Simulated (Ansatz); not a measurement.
Basis-set extrapolation for C$_{5}$H$_{8}$, SMILES `C=C1CC1C` (PBE0-D4/def2-TZVP geometry, frozen core, Ansatz 0.2.0). Multiplicity 1, RHF reference.

```csv
,def2-TZVPP,def2-QZVPP
HF,-193.998138,-194.006819
MP2 correlation,-0.830468,-0.882245
CCSD(T) correlation,-0.912006,not run
```

Energies in hartree. Use E(X) = E(∞) + A·exp(−7.88·√X) for Hartree–Fock and E(X) = E(∞) + B·X^(−2.97) for correlation, with X = 3 and 4, and add CCSD(T) minus MP2 of the smaller set to the MP2 limit.

Task: What is the CCSD(T) energy at the basis-set limit?

Result: HF limit: -194.006819 + (-0.008681) × 0.13774 = -194.00801. MP2 limit: -0.882245 + (-0.051777) × 0.74074 = -0.92060. Higher-order term: -0.912006 − (-0.830468) = -0.08154. Total: -195.01015 hartree, 262.6 kJ/mol below CCSD(T)/def2-TZVPP.
